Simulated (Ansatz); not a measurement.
The same path of BClFH + H2 (6 atoms, charge 0, multiplicity 1) was run 3 times with different band settings. Lost on the way: B1–F2, H5–H6. Made: B1–H5, F2–H6.

The calculation used Ansatz 0.2.0, RKS B3LYP-D4/def2-SVP.

Relaxed end points:

```xyz
6
Properties=species:S:1:pos:R:3
B -0.014 0.512 -0.037
F -0.073 0.878 1.224
H 1.047 0.313 -0.560
Cl -1.508 0.336 -0.939
H -0.372 -2.391 0.811
H 0.000 -2.153 1.431
```

```xyz
6
Properties=species:S:1:pos:R:3
B 0.105 -0.577 -0.311
F 0.103 -0.346 1.783
H 0.967 0.227 -0.521
Cl -1.590 -0.006 -0.490
H 0.275 -1.763 -0.302
H -0.782 -0.040 1.769
```

Common settings: spring 5.0 eV/Å²; optimiser quadratic models (default); start path through a guess of the saddle point; iteration limit 60; end points relaxed.

| run | movable images | climbing image | force threshold |
| --- | --- | --- | --- |
| 1 | 5 | yes | 0.05 eV/Å |
| 2 | 5 | yes | 0.2 eV/Å |
| 3 | 8 | no | 0.05 eV/Å |

Q: What does each run give, and how far can it be trusted?

A: Run 1: converged after 14 iterations, highest image 2.001 eV above the first end. Neighbouring images differ by up to 1.5 eV, so the band resolves the path poorly. A vibrational analysis at the climbing image gives one clearly imaginary mode, 1201i cm⁻¹: a first-order saddle point.
Run 2: converged after 10 iterations, highest image 2.001 eV above the first end. The threshold of 0.2 eV/Å is loose, so the images may lie well off the minimum-energy path. Neighbouring images differ by up to 1.5 eV, so the band resolves the path poorly. Another band between the same ends (5 images) ends at a top of the same energy, where a vibrational analysis finds 1 clearly imaginary mode.
Run 3: converged after 31 iterations, highest image 1.972 eV above the first end. Neighbouring images differ by up to 1.2 eV, so the band resolves the path poorly. No image climbed, so the highest image needn't sit at the top of the path.
The orbitals stay closed-shell, which can raise the energy where a bond breaks towards radicals; this wasn't checked here.
